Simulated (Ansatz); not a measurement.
Compare A (`C=C(N)OCF`) with its isomer B (`CN1COC1F`).

Gas-phase electronic energies from Ansatz, PBE0-D4/def2-TZVP geometries. CCSD(T)/CBS adds triple-zeta CCSD(T) − MP2 to the extrapolated MP2 energy (def2 sets, frozen cores). DFT in def2-TZVPP. B3LYP here is the variant with VWN-RPA as its local correlation; programs differ in this. Each species was taken in one conformer, which may not be the lowest.

**Question.** Which is lower in electronic energy at CCSD(T)/CBS, and by how much? (An estimate is asked.)

**Answer.** Ansatz gave: A, by 43.2 kJ/mol.

**Question.** Give E(B) − E(A) in kJ/mol with HF/def2-TZVPP, r2SCAN-D4, CCSD(T)/def2-TZVPP, B3LYP-D4, MP2/def2-TZVPP, B3LYP, CCSD/def2-TZVPP. (Best estimate.)

**Answer.** The calculation gave: HF/def2-TZVPP 46.9, r2SCAN-D4 47.1, CCSD(T)/def2-TZVPP 39.9, B3LYP-D4 55.4, MP2/def2-TZVPP 39.6, B3LYP 56.4, CCSD/def2-TZVPP 38.8. None reverses the order clearly.

Largest T1 diagnostic: 0.012.

In def2-TZVPP, CCSD(T) changes the Hartree–Fock value by −7.0 kJ/mol (the triples alone add +1.1 kJ/mol) and MP2 by −7.3 kJ/mol. From PBE to PBE0 (25 % exact exchange), in def2-TZVPP and without D4, E(B) − E(A) moves by −7.0 kJ/mol.
